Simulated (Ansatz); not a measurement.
# CH7BO: the cost of one run

All numbers below are computed with Ansatz 0.2.0 (RKS PBE0/def2-SVP).

### 1 Starting point

Bond lengths: C2–H3 1.110 Å, C2–H4 1.110 Å, C2–H5 1.110 Å, B1–O6 1.410 Å, O6–H7 1.010 Å, B1–H8 1.190 Å. Angles: H3–C2–H4 109.4°, H3–C2–H5 109.4°, H4–C2–H5 109.4°, B1–O6–H7 109.5°, O6–B1–H8 120.0°.

Structure file:

```xyz
10

B     0.0000    0.0000    0.0000
C     0.0000    0.0000    1.9500
H    -0.9996   -0.3092    2.3205
H     0.7676   -0.7111    2.3205
H     0.2320    1.0203    2.3205
O     1.2211    0.0000   -0.7050
H     1.5209   -0.9519   -0.8599
H    -1.0305    0.0000   -0.5950
H    -0.1908   -1.4011    0.4698
H    -0.1595   -1.1709    1.3616
```

### 2 A restrained relaxation towards end A

Springs on the bonds that form and break draw the guess towards this end; the thresholds are loose.

The input, input.yaml:

```yaml
crystal:
  periodic: [false, false, false]
  atoms:
    - { symbol: B, position_ang: [0.0, 0.0, 0.0] }
    - { symbol: C, position_ang: [0.0, 0.0, 1.95] }
    - { symbol: H, position_ang: [-0.9996, -0.3092, 2.3205] }
    - { symbol: H, position_ang: [0.7676, -0.7111, 2.3205] }
    - { symbol: H, position_ang: [0.232, 1.0203, 2.3205] }
    - { symbol: O, position_ang: [1.2211, 0.0, -0.705] }
    - { symbol: H, position_ang: [1.5209, -0.9519, -0.8599] }
    - { symbol: H, position_ang: [-1.0305, 0.0, -0.595] }
    - { symbol: H, position_ang: [-0.1908, -1.4011, 0.4698] }
    - { symbol: H, position_ang: [-0.1595, -1.1709, 1.3616] }
basis:
  gaussian: { orbitals: def2-SVP }
hamiltonian:
  xc: pbe0
relax:
  f_tol: 0.15
  max_steps: 25
  restrain:
    - { distance: [0, 8], at: 2.39, k: 30.0 }
    - { distance: [9, 1], at: 2.31, k: 30.0 }
    - { distance: [0, 1], at: 1.6, k: 30.0 }
    - { distance: [9, 8], at: 0.66, k: 30.0 }
output:
  orbitals: {}
```

Command:

```sh
$ ansatz run input.yaml --threads 1 --pin off --max-ram 2048MiB --backend cpu --events-out ev --progress --plain --runs-dir out
```

Q: Estimate wall time and peak memory on 1 thread of Arm Neoverse V2, shared host.

About 24 s, with a peak of 0.13 GiB.
